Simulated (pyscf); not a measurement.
**Addition across a multiple bond or ene-type step: P≡P (SMILES P#P) + H₂O (SMILES O) -> HO–P=PH (SMILES OP=P)**

Gas phase, singlet surface, charge 0. Bonds broken: O3–H4. Bonds formed: P1–O3, P2–H4. Structures and frequencies: ωB97X-D3(BJ)/def2-SVP in PySCF. Correlated levels are frozen-core, on RHF or UHF. ΔMP2 is the change of the MP2 total energy from the triple- to the quadruple-zeta basis.

Transition state (Å):

```xyz
5

P      1.2023     1.0032     0.1717
P      0.7345     1.5638    -1.6526
O     -0.2253    -0.2228     0.1682
H     -0.2676     0.2685    -0.9787
H      0.0490    -1.1554     0.2254
```

One imaginary mode, 1598i cm⁻¹; descent along it reached the two sides named.

| bond | change | reactant side (Å) | saddle | product side |
|---|---|---|---|---|
| O3–H4 | breaks | 0.965 | 1.248 | 2.573 |
| P1–O3 | forms | 3.0 | 1.882 | 1.657 |
| P2–H4 | forms | 3.5 | 1.771 | 1.429 |

Electronic energies relative to the separated reactants (kcal/mol):

| level | barrier | reaction energy | reverse barrier |
|---|---|---|---|
| ωB97X-D3(BJ)/def2-TZVP | 28.7 | -13.6 | 42.3 |
| PBE/def2-TZVP | 22.0 | -12.4 | 34.4 |
| r²SCAN/def2-TZVP | 25.5 | -12.9 | 38.4 |
| B3LYP-D3(BJ)/def2-TZVP | 29.3 | -10.9 | 40.2 |
| PBE0-D3(BJ)/def2-TZVP | 25.5 | -13.1 | 38.6 |
| M06-2X/def2-TZVP | 30.8 | -8.8 | 39.6 |
| ωB97M-D3(BJ)/def2-TZVP | 30.3 | -9.9 | 40.1 |
| HF/def2-TZVP | 49.7 | -5.1 | 54.8 |
| MP2/def2-QZVPP | 35.3 | -1.6 | 36.9 |
| CCSD/def2-TZVPP | 39.0 | -3.7 | 42.7 |
| CCSD(T)/def2-TZVPP | 36.1 | -3.4 | 39.5 |
| CCSD(T)/def2-TZVPP + ΔMP2(QZVPP) | 35.7 | -3.8 | 39.5 |

With CCSD(T)/def2-TZVPP + ΔMP2(QZVPP) energies and thermal terms (ideal gas, 1 atm, RRHO with modes under 100 cm⁻¹ raised to 100, one conformer, R ln 2 for rigid chiral ones), in kcal/mol:

| T (K) | ΔH‡ | ΔG‡ | ΔH | ΔG |
|---|---|---|---|---|
| 298 | 32.9 | 41.7 | -4.4 | +4.5 |
| 600 | 32.9 | 50.7 | -4.0 | +13.5 |
| 900 | 33.4 | 59.6 | -3.2 | +22.1 |
| 1200 | 34.0 | 68.2 | -2.1 | +30.3 |

This is the saddle that the search found; another between the same sides may lie lower. The CCSD(T) − MP2 part came from Ansatz, without density fitting, on the same reference.
